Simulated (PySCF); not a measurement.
Bonds broken one at a time in the series B OH-I. All species are isolated molecules in the gas phase. One relaxed conformer stands for each flexible species; it need not be the lowest. Strings in code marks are SMILES.

Method: CAM-B3LYP-D3(BJ)/def2-TZVP in PySCF. 

```
species                                                                  highest occupied spin orbital (eV)
-----------------------------------------------------------------------  ----------------------------------
radical fragment (`O[B]O` (H–O–B–O torsion 0°, O–B–O–H torsion 180°))                                 -7.28
radical fragment (`[OH]`)                                                                            -10.72
whole molecule (`OB(O)I` (H–O–B–I torsion -180°, I–B–O–H torsion 180°))                                   –
radical fragment (`I[B]O` (H–O–B–I torsion 0°))                                                       -7.34
```
